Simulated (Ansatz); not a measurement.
A made-up structure of C$_{2}$H$_{5}$Si (charge -1), closed shell:

C1  (-0.392, 0.761, -0.205)
C2  (0.153, -0.353, -0.143)
Si3  (0.540, -0.771, 1.419)
H4  (-1.408, 0.560, -0.651)
H5  (0.292, 1.381, -0.853)
H6  (-0.515, 1.276, 0.850)
H7  (0.294, -0.898, -1.172)
H8  (1.034, -1.956, 0.756)
(Å)

It is relaxed with PBE-D4/def2-SVPD and then PBE0-D4/def2-TZVPD (Ansatz 0.2.0). Atoms count as bonded within 1.22 times the sum of their covalent radii (H–H: 0.88 Å). The end point is not checked to be a true minimum.

Does its bonding change? (A judgement: the text doesn't fix the answer.)

The calculation gives: No: no bond forms or breaks.

Where it ends: The first stage lowers the energy by 3.23 eV in 7 steps. It ends as C₂H₅Si ([CH3][CH][SiH]), total charge -1:
```xyz
8
angstrom
C -0.4815 0.9281 -0.2832
C 0.1843 -0.4064 -0.0995
Si 0.6861 -1.0629 1.4590
H -1.4817 0.8538 -0.7426
H 0.0928 1.6134 -0.9293
H -0.6116 1.4351 0.6819
H 0.3363 -0.9518 -1.0356
H 1.2753 -2.4092 0.9493
```

Labels in which every atom is bracketed show which atoms are joined, not bond orders.

For scale, one of the runs: PBE0-D4/def2-TZVPD relaxation, 162 basis functions, launched by `ansatz run in.yaml --threads 2 --pin off --events-out ev --progress --plain --max-ram 4352MiB`. Hardware: 2 CPU threads of an Arm Neoverse V2, shared host. Wall time about 17 s.
